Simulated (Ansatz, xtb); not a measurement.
Relaxing a trial structure of C2H5O2−

The starting geometry of this gas-phase singlet was built from a drawn formula by distance geometry and a force field; its bonds are those of `[CH2-]OCO`.

```
atom    x (Å)    y (Å)    z (Å)
   C  -0.1782   0.4916   0.2375
   C   1.2598  -0.8456  -0.9667
   O   0.6270   0.4250  -0.7913
   O   2.1769  -1.1528   0.1111
   H  -0.0736  -0.2616   1.0070
   H  -0.6454   1.4074   0.3581
   H   0.5087  -1.6109  -0.9852
   H   1.8584  -0.8502  -1.9388
   H   2.9209  -0.4574  -0.0741
```

Problem. Predict what it relaxes into with r2SCAN-D4/def2-SVPD.

Solution. It rearranges to `COC[O-]`. Distances that change by over a tenth: C2–O4 (1.45 → 1.28 Å). Contacts that open: O4–H9 (1.04 → 2.47 Å). Contacts that close: C1–H9 (3.26 → 1.11 Å).

The energy falls by 3.34 eV over 37 steps:

```json
{"step": "1", "E − E(last) (eV)": "3.344"}
{"step": "5", "E − E(last) (eV)": "1.991"}
{"step": "9", "E − E(last) (eV)": "1.955"}
{"step": "13", "E − E(last) (eV)": "1.930"}
{"step": "17", "E − E(last) (eV)": "1.743"}
{"step": "21", "E − E(last) (eV)": "1.499"}
{"step": "25", "E − E(last) (eV)": "0.844"}
{"step": "29", "E − E(last) (eV)": "0.041"}
{"step": "33", "E − E(last) (eV)": "0.001"}
{"step": "37", "E − E(last) (eV)": "0.000"}
```

Final geometry (Å):

| atom | x (Å) | y (Å) | z (Å) |
| --- | --- | --- | --- |
| C | 0.4860 | 0.3512 | 0.5195 |
| C | 1.4552 | -0.9610 | -1.2574 |
| O | 1.0809 | 0.4569 | -0.7297 |
| O | 2.1547 | -1.6781 | -0.4539 |
| H | 0.2890 | 1.3662 | 0.9125 |
| H | -0.4905 | -0.1943 | 0.4755 |
| H | 0.4137 | -1.3625 | -1.5162 |
| H | 1.9364 | -0.6356 | -2.2300 |
| H | 1.1292 | -0.1972 | 1.2372 |

From the same start GFN2-xTB reaches the same bonding as this run.

The end wasn't checked by frequencies. Run with Ansatz 0.2.0, 67 s on 2 threads of Arm Neoverse V2, on a shared host.
